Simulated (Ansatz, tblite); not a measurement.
Removing an electron: B3H3⁻. The state is a doublet with charge -1. Geometry: r2SCAN-D4/def2-TZVPD. Ansatz, gas phase; energy differences of separate SCF runs; the oxidised species is a singlet (the triplet lies 0.39 eV higher at PBE0-D4/def2-TZVPD).

```tsv
atom	x (Å)	y (Å)	z (Å)
B1	0.188	-0.054	0.899
B2	-0.943	0.254	-0.118
B3	0.393	-0.105	-0.824
H4	1.044	-0.286	1.704
H5	-2.093	0.570	-0.267
H6	1.410	-0.378	-1.394
```

The xTB rows come from tblite. Correlated methods freeze 3 core orbitals. The structure comes from a short search, and lower isomers may exist.

| level | −HOMO (eV) | vertical IE (eV) | −LUMO (eV) | HOMO–LUMO gap (eV) | remarks |
| --- | --- | --- | --- | --- | --- |
| GFN2-xTB | – | 3.87 | – | – | – |
| PBE-D4/def2-TZVPD | -0.81 | 2.21 | -2.04 | 1.24 | HOMO above zero (-1 doublet), restricted SCF unstable in HF (singlet) |
| PBE0-D4/def2-TZVPD | 0.26 | 2.30 | -3.00 | 3.26 | restricted SCF unstable in HF (singlet) |
| CCSD/def2-TZVPPD | – | 2.08 | – | – | large T1 (0.021) (singlet), restricted SCF unstable (singlet) |

**Question.** Estimate the rows for GFN1-xTB, r2SCAN-D4/def2-TZVPD, MP2/def2-TZVPPD, CCSD(T)/def2-TZVPPD.

**Answer.** 
| level | −HOMO (eV) | vertical IE (eV) | −LUMO (eV) | HOMO–LUMO gap (eV) | remarks |
| --- | --- | --- | --- | --- | --- |
| GFN1-xTB | – | 5.96 | – | – | – |
| r2SCAN-D4/def2-TZVPD | -0.50 | 2.34 | -2.56 | 2.07 | HOMO above zero (-1 doublet), restricted SCF unstable in HF (singlet) |
| MP2/def2-TZVPPD | – | 2.11 | – | – | restricted SCF unstable (singlet) |
| CCSD(T)/def2-TZVPPD | – | 2.07 | – | – | large T1 (0.021) (singlet), restricted SCF unstable (singlet) |

Run but left out: HF/def2-TZVPPD (neutral singlet: restricted singlet, unstable towards broken spin symmetry).  A HOMO above zero means that the electron is unbound at that level or that self-interaction error raises the level; the energy of removing that electron tells which. HOMO and LUMO are the levels of the spin that leaves or enters (xTB has no such levels and no spin-polarisation term). Other spin states of the ions may lie lower, which would lower the ionisation energy or raise the affinity. Raw xTB energy differences between charge states are shifted by several eV; the methods need an empirical correction for them.
